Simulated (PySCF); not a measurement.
Gas-phase reaction: AlCl2OH + Al2O2 + 2 OH ⇌ 2 AlOCl + Al(OH)3

Computed with PySCF and rigid-rotor harmonic-oscillator thermochemistry at 1 bar. S°(298 K) at PBE0/def2-TZVP differs from the NASA 1993 table for Al2O2 (-11 J/mol/K), AlOCl (+8 J/mol/K); whether the harmonic model or the table's entry is off was not settled. † marks an energy on the PBE0/def2-TZVP geometry and frequencies; other levels use their own. MP2 freezes the core. 6-31G* has spherical d functions here. Open shells (unrestricted): OH (multiplicity 2, electronic degeneracy 4); the rest are closed-shell singlets. Spin-orbit splitting is ignored; it lowers the true energy and changes the entropy of OH. B3LYP is the form with VWN-RPA correlation. AlCl2OH, Al(OH)3: computed as isolated molecules; such fragments, hydroxides, amides, oligomers or adducts are transient or little studied in the gas. MP2 isn't extrapolated to the basis-set limit; its ΔH°(298 K) is -445.4 kJ in def2-SVP and -487.0 kJ in def2-TZVPP. The harmonic model lacks anharmonicity and excited electronic states, which grow with temperature; levels with a mode under 35 cm⁻¹ are left out. Strong static correlation: Al2O2.

```json
[
 {"level": "B3LYP/6-31G*", "ΔE electronic, kJ": "-400", "ΔH°(298 K), kJ": "-382", "ΔS°(298 K), J/K": "-140", "ΔG°(1600 K), kJ": "-167"},
 {"level": "B3LYP/def2-TZVP†", "ΔE electronic, kJ": "-438", "ΔH°(298 K), kJ": "-421", "ΔS°(298 K), J/K": "-143", "ΔG°(1600 K), kJ": "-202"},
 {"level": "HF/6-31G*", "ΔE electronic, kJ": "-230", "ΔH°(298 K), kJ": "-211", "ΔS°(298 K), J/K": "-147", "ΔG°(1600 K), kJ": "17"},
 {"level": "M06-2X/def2-TZVP†", "ΔE electronic, kJ": "-450", "ΔH°(298 K), kJ": "-433", "ΔS°(298 K), J/K": "-143", "ΔG°(1600 K), kJ": "-214"},
 {"level": "MP2/def2-SVP†", "ΔE electronic, kJ": "-463", "ΔH°(298 K), kJ": "-445", "ΔS°(298 K), J/K": "-143", "ΔG°(1600 K), kJ": "-227"},
 {"level": "PBE/def2-TZVP†", "ΔE electronic, kJ": "-457", "ΔH°(298 K), kJ": "-440", "ΔS°(298 K), J/K": "-143", "ΔG°(1600 K), kJ": "-221"},
 {"level": "PBE0/def2-QZVP†", "ΔE electronic, kJ": "-423", "ΔH°(298 K), kJ": "-406", "ΔS°(298 K), J/K": "-143", "ΔG°(1600 K), kJ": "-187"},
 {"level": "PBE0/def2-SVP†", "ΔE electronic, kJ": "-410", "ΔH°(298 K), kJ": "-393", "ΔS°(298 K), J/K": "-143", "ΔG°(1600 K), kJ": "-174"},
 {"level": "r2SCAN/def2-TZVP†", "ΔE electronic, kJ": "-431", "ΔH°(298 K), kJ": "-413", "ΔS°(298 K), J/K": "-143", "ΔG°(1600 K), kJ": "-194"},
 {"level": "ωB97M-V/def2-TZVP†", "ΔE electronic, kJ": "-464", "ΔH°(298 K), kJ": "-447", "ΔS°(298 K), J/K": "-143", "ΔG°(1600 K), kJ": "-228"},
 {"level": "ωB97X-V/def2-TZVP†", "ΔE electronic, kJ": "-478", "ΔH°(298 K), kJ": "-461", "ΔS°(298 K), J/K": "-143", "ΔG°(1600 K), kJ": "-242"}
]
```
ΔH° is lowest at ωB97X-V/def2-TZVP† and highest at HF/6-31G*. No reference value is set beside these.
